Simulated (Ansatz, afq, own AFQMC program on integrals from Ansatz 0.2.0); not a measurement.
AFQMC on a folder of integrals that Ansatz 0.2.0 wrote.

```yaml
crystal:
  periodic: [false, false, false]
  atoms:
    - {symbol: Cu, position_ang: [0.000000, 0.000000, 0.000000]}
basis:
  gaussian: {orbitals: def2-TZVPP}
magnetization: {spin_polarized: false, initial_magnetization: 1}
correlation: {method: ccsd_t, electrons: outside_noble_gas, hamiltonian_folder: ham}
```

```sh
$ ansatz run in.yaml --threads 1 --pin off --events-out ev --progress --plain --max-ram 24576MiB --backend cuda --devices 0, --max-vram 18GiB
```

afq runs on the folder ham with

```
--method phaseless --trial cisd --walkers 2800 --populations 20 --least-time 60 --time-step 0.005 --steps-per-block 50 --equilibration-blocks 40 --max-blocks 4000 --target-error 0.0002 --factor-cut 1e-05 --start spin_pure --seed 8532 --release-times 0.24,0.6,1.2,2,3,4.2 --release-step 0.04 --release-every 3 --taylor-order 6
```

Times are imaginary, in 1/Eh. The walk had a cap of 339 s. With eight or more populations the least sampling time is a fifth of least-time, and the error comes from their spread.

afq prints:

```
orbitals 55  electrons 6 5  factors 428 of 453
reference energy -1638.92266780 Eh
CCSD correlation -0.41940342 Eh in 12 cycles, weight of the determinant in the CISD state 0.9276
energy of the start -1639.342081 Eh
 block  time / (1/Eh)  mean weight  energy / Eh
     1     0.250  0.9998  -1639.346114
     2     0.500  0.9997  -1639.351143
     3     0.750  0.9998  -1639.353995
     4     1.000  0.9998  -1639.357056
     5     1.250  0.9994  -1639.356743
     8     2.000  1.0002  -1639.357332
    11     2.750  0.9996  -1639.355752
    26     6.500  1.0003  -1639.360069
    41    10.250  1.0002  -1639.359207
    56    14.000  1.0001  -1639.357079
    71    17.750  0.9996  -1639.356012
    86    21.500  1.0007  -1639.355101
   101    25.250  1.0007  -1639.357503
   116    29.000  0.9999  -1639.354212
   121    30.250  0.9997  -1639.360340
   131    32.750  0.9994  -1639.354092
   146    36.500  1.0012  -1639.356854
   161    40.250  0.9993  -1639.356449
   171    42.750  1.0003  -1639.352620
   176    44.000  0.9990  -1639.358259
   191    47.750  0.9994  -1639.356904
   206    51.500  0.9995  -1639.355841
   211    52.750  1.0003  -1639.354195
error from the spread of 20 populations
released: time / (1/Eh)  energy / Eh  error  mean overlap
  0.24  -1639.356848  0.000190  0.9936
  0.60  -1639.357370  0.000240  0.9856
  1.20  -1639.347799  0.009486  0.9682
  2.00  -1639.358767  0.000770  0.9488
  3.00  -1639.357269  0.001437  0.9407
  4.20  -1639.358143  0.003440  0.9095
energy -1639.356132 +/- 0.000150 Eh
(rows thinned)
```

The run passed its tests (sampling time, drift between the halves within three errors, error under three times the target), which doesn't prove that it has relaxed, ending at its cap on processor time. The second half of the sampling lies above the first by 1.8 errors of their difference, so the energy may still be moving and its error bar be too small.

Against this walk (error 4.1 meV) on the same determinant: CCSD(T) 80.0 meV lower, CCSDT(Q) 23.6 meV lower. The error is statistical and leaves out the bias of the constraint. The released energies get too noisy after the second time (errors over twice the walk's own, or jumping) (meV from the phaseless value at times in 1/Eh: -34 ± 7 at 0.60, 227 ± 258 at 1.20, -72 ± 21 at 2.00, -31 ± 39 at 3.00, -55 ± 94 at 4.20), so they give no level; they do show a bias of the constraint, and the last of them that isn't too noisy lies 10 meV below CCSDT(Q). CCSDT(Q) is the surest value here, so the walk's 24 meV above it is most likely the bias of the constraint with this trial, which can have either sign.

Cautions: constraint bias not in the error; no relativity below Rb; outer-core shells of the metal frozen.

The walk took 5.7 min on 1 × NVIDIA H100 80GB HBM3 with 2 threads of AMD EPYC 7R13 Processor (Zen 3), on a shared host (the card was shared). The log's last line is the phaseless energy.

CCSDT and higher add their correlation energy to the determinant of the CCSD(T) run, since their own runs factorise the integrals more tightly (a shift of under 2 meV). A walk keeps the symmetry of its determinant, which the program's search chose and which needn't be the lowest solution, so a lower state of the same spin and another symmetry isn't excluded.
